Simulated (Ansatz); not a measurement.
**Lead, fcc: convergence with Methfessel-Paxton smearing**

Computed with Ansatz, LDA, scalar-relativistic PAW, on the relaxed cell (a = 4.875 Å; spin not included). Errors count from a run at 420 eV on a Γ-centred 18×18×18 mesh with Fermi-Dirac smearing of 0.1 eV, extrapolated to zero width. Fixed here: cutoff 420 eV, mesh 11×11×11. The SCF starts from atomic densities corrected by a trained network.

| width (eV) | E(σ→0) error (meV/atom) | F error (meV/atom) | P (GPa) | SCF iterations |
| --- | --- | --- | --- | --- |
| 0.01 | -6.6 | -6.6 | 0.07 | 6 |
| 0.03 | -6.7 | -6.8 | 0.06 | 5 |
| 0.1 | -6.9 | -7.0 | 0.05 | 5 |
| 0.2 | -7.3 | -7.1 | -0.05 | 5 |
| 0.3 | -7.3 | -6.3 | -0.10 | 5 |
| 0.6 | -3.6 | -2.5 | 0.04 | 6 |
| 1.0 | -2.0 | -0.4 | 0.12 | 6 |
